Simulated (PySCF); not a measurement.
# AlClH₂S, a complex of two parts: interaction energy

An exercise on one series of results from a longer session: the logs are not shown, and one member is left open.

Programs: PySCF 2.14.0. All values are calculated, for the isolated system unless a continuum is named. Atoms count from 0, parts from 1.

### Starting point

5 atoms, charge 0, multiplicity 1; geometry: GFN2-xTB. Parts: 1 = atoms 0–1, `[Al][Cl]`, charge 0; 2 = atoms 2–4, `S`, charge 0.

The first run:

Job settings and geometry (Å):

```
{"job": {"xc": "PBE0", "basis": "def2-SVPD", "d3": "d3bj", "grid": 2, "kind": "geom", "shake": 0.01}, "charge": 0, "multiplicity": 1, "parts": [{"atoms": "0-1", "charge": 0, "multiplicity": 1}, {"atoms": "2-4", "charge": 0, "multiplicity": 1}]}
Al    -0.974274    -0.151569    -0.378631
Cl     0.983764    -0.099160     0.120854
S     -1.046255    -1.845432    -2.461426
H      0.304506    -1.873560    -2.190408
H     -0.858605    -2.739470    -3.491235
```

Command:

```sh
OMP_NUM_THREADS=1 python cluster_run.py task.json out
```

This one command runs all jobs of the session in turn.

Among the steps run: Geometry optimisation at PBE0-D3(BJ)/def2-SVPD; Coupled-cluster interaction energy: CCSD(T) and MP2.

One of the session's tables, all rows but one given; the rest of the session is left out.

It belongs to the step «Coupled-cluster interaction energy: CCSD(T) and MP2». 

| method | interaction energy (kcal/mol) |
| --- | --- |
| HF/aug-cc-pVDZ | 1.08 |
| MP2/aug-cc-pVDZ | -2.43 |
| CCSD/aug-cc-pVDZ | ? |
| CCSD(T)/aug-cc-pVDZ | -1.62 |
| HF/aug-cc-pVTZ | 1.22 |
| MP2/aug-cc-pVTZ | -3.51 |
| SCS-MP2/aug-cc-pVTZ | -2.28 |
| MP2, extrapolated | -4.02 |
| CCSD(T), limit estimate | -3.21 |

Q: Estimate the row for CCSD/aug-cc-pVDZ from the others.

As computed: interaction energy (kcal/mol): -1.08. In the column «interaction energy (kcal/mol)» it lies between CCSD(T)/aug-cc-pVDZ (-1.62) and HF/aug-cc-pVDZ (1.08).

Caveats from the session: The interaction energy leaves out the deformation of the parts, 0.42 kcal/mol (MP2); added to the CCSD(T) estimate it gives a binding of about -2.79 kcal/mol.
